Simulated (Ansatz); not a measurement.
Energy needed to pull apart AlClF (SMILES [F][Al][Cl]), doublet, into free ground-state atoms, from the structure below (displaced at random from a GFN2-xTB minimum); no zero-point or spin–orbit terms; open-shell atoms are treated unrestricted, in their ground-state multiplicity.

```xyz
3
angstrom
F -1.1008 1.1198 -0.4617
Al -0.3253 -0.3628 -0.2246
Cl 1.4757 -0.8148 0.7562
```

Program: Ansatz 0.2.0. Basis: def2-TZVPP. Cores are frozen in the correlated methods; orbitals are unrestricted.

```json
{"method": "PBE-D4", "atomization energy (kJ/mol)": "978"}
{"method": "revPBE-D4", "atomization energy (kJ/mol)": "948"}
{"method": "r2SCAN-D4", "atomization energy (kJ/mol)": "980"}
{"method": "PBE0-D4", "atomization energy (kJ/mol)": "948"}
{"method": "LC-wPBE", "atomization energy (kJ/mol)": "961"}
{"method": "wB97M-V", "atomization energy (kJ/mol)": "953"}
{"method": "HF", "atomization energy (kJ/mol)": "?"}
{"method": "MP2", "atomization energy (kJ/mol)": "994"}
{"method": "CCSD", "atomization energy (kJ/mol)": "?"}
{"method": "CCSD(T)", "atomization energy (kJ/mol)": "926"}
```

(1) What does CCSD give? (An estimate is asked for; the value comes from the calculation.)

(2) What does HF give? (Judge from chemistry; the value comes from the calculation.)

T1 diagnostic: at most 0.015. ⟨S²⟩ of the unrestricted Hartree–Fock references: 0.75 (a pure state has 0.75).

## Answers

(1) Computed: 905 kJ/mol, which is about 20 kJ/mol less than CCSD(T)/def2-TZVPP.

(2) By the calculation: 732 kJ/mol, which is about 194 kJ/mol less than CCSD(T)/def2-TZVPP.

In triple zeta the MP2 and coupled-cluster atomization energies are still short of their basis limit by a few kcal/mol a bond, whereas those of the functionals are nearly converged, so these differences are not deviations from converged CCSD(T).

For scale, one of the runs: CCSD(T)/def2-TZVPP forces, 115 basis functions (an equivalent command: `ansatz run in.yaml --threads 4`). Hardware: 4 CPU threads, shared host. Wall time 41 s; peak host memory 1.5 GiB.
